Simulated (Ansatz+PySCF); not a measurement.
singlet C4H8: levels of theory in one basis

```xyz
12

C     0.0000    0.0037   -0.6149
C     0.0000   -0.0037    0.6149
C     0.0000    1.1274   -1.4050
C     0.0000   -1.1274    1.4050
H     0.0000   -0.8843   -1.0984
H     0.0000    0.8843    1.0984
H     0.0000    1.9744   -0.8505
H     0.8124    1.1514   -2.0131
H    -0.8124    1.1514   -2.0131
H     0.0000   -1.9744    0.8505
H     0.8124   -1.1514    2.0131
H    -0.8124   -1.1514    2.0131
```

Basis set: def2-SVP (spherical functions). Left uncorrelated: 4 orbitals. Charge 0, multiplicity 1.

Computed with Ansatz (development build ahead of 0.2.0); each method stands on the lowest determinant of its kind that the runs found. NEVPT2 correlates all electrons. Active spaces start from the frontier orbitals, and the lowest solution found is given.

```csv
method,E − E(RHF) (eV),<S²> of the determinant
RHF,0.00,0.00
RHF-MP2,-14.99,–
"CASSCF(2,2)",-0.60,–
```

(1) What does SC-NEVPT2(2,2) give on the same scale?

(2) Is a single determinant a sound starting point here?

Results:

(1) -15.44 eV. NEVPT2 here correlates all electrons, so it doesn't share the others' frozen core.

(2) By this sign, yes. Unrestricted orbitals gain 0.00 eV and <S²> is 0.00 against 0.00 for a pure state. The CASSCF(2,2) natural occupations are 1.94, 0.06.

Caution for CASSCF(2,2): other starts end on other solutions of this active space.
